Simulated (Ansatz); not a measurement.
System: diamond. Method: HSE06 (Ansatz, a quantum-chemistry and plane-wave program, plane waves, PAW).

Settings: plane-wave cutoff 500 eV, 12×12×1 k mesh (along the axes of the cell as run), gaussian smearing 0.02 eV, scalar-relativistic PAW data made under PBE.

The cell is the one relaxed with r²SCAN.

Q: Predict the surface energy of the (111) face.

A: 
surface energy of the (111) face: 13.85 J/m²

The slab of 12 atoms is relaxed and unreconstructed.
